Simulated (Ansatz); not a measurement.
C$_{4}$H$_{4}$F$_{2}$ (`FC1=CC(F)C1`), relaxed with RKS PBE-D4/def2-SVP in the Gaussian-basis code of Ansatz from a rough embedded geometry. The force threshold is 0.03 eV/Å; the program also tests the step.

The species carries charge 0 and has multiplicity 1.

Start:

```xyz
10

F    -0.190   -1.280   -2.079
C    -0.128   -0.566   -0.995
C    -0.650    0.601   -0.692
C    -0.043    0.741    0.698
F    -0.797    0.743    1.764
C     0.538   -0.730    0.349
H    -1.312    1.351   -1.193
H     0.764    1.457    0.769
H     1.642   -0.791    0.372
H     0.175   -1.526    1.008
```

```csv
step,energy (eV),largest force (eV/Å),largest move (Å)
1,-9627.1502,4.268,0.000
2,-9627.5150,1.397,0.074
3,-9627.5826,0.290,0.061
4,-9627.5890,0.128,0.025
5,-9627.5900,0.058,0.007
6,-9627.5901,0.015,0.003
```

End:

```xyz
10

F    -0.122   -1.304   -2.039
C    -0.144   -0.536   -0.957
C    -0.706    0.661   -0.683
C    -0.008    0.687    0.661
F    -0.829    0.744    1.775
C     0.569   -0.740    0.351
H    -1.348    1.372   -1.217
H     0.775    1.470    0.775
H     1.674   -0.840    0.315
H     0.139   -1.515    1.018
```

Hardware: 4 threads of an Arm Neoverse V2 on a shared host. Wall time 6.5 s, peak host memory 0.2 GiB.
